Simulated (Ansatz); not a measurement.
Molecule: CH$_{3}$S, net charge 0, doublet state. It need not be the lowest isomer of its formula. 
Structure (B3LYP-D3(BJ)/def2-TZVP (Ansatz, an electronic-structure program) minimum search):
```
C
H 1 1.0894
H 1 1.0894 2 110.92
H 1 1.0953 2 107.93 3 118.03
S 1 1.7974 2 111.69 4 116.67
```
Charge 0, spin multiplicity 2.

Wanted: vertical ionisation energy (to the triplet state of charge +1; each state is the SCF solution reached for its spin), in eV. Valence correlation only, unless marked. Open shells are spin-unrestricted. No spin-orbit coupling. Non-relativistic. Basis-set limits of correlation are two-point, X^-3; Hartree-Fock from the larger set. [CCSD(T)-MP2]/basis is that difference in the basis named.

```tsv
level	program	vertical ionisation energy (eV)
PBE/def2-TZVPD	Ansatz	?
B2PLYP/def2-TZVPD	Ansatz	9.19
SCS-MP2/def2-TZVPPD	Ansatz	9.20
RI-MP2/CBS(aug-cc-pV(T+d)Z,aug-cc-pV(Q+d)Z)+[CCSD(T)-MP2]/aug-cc-pV(T+d)Z	Ansatz	9.35
```

Task: Fill in the missing entries.

Result: 
- PBE/def2-TZVPD, vertical ionisation energy (eV): 9.14
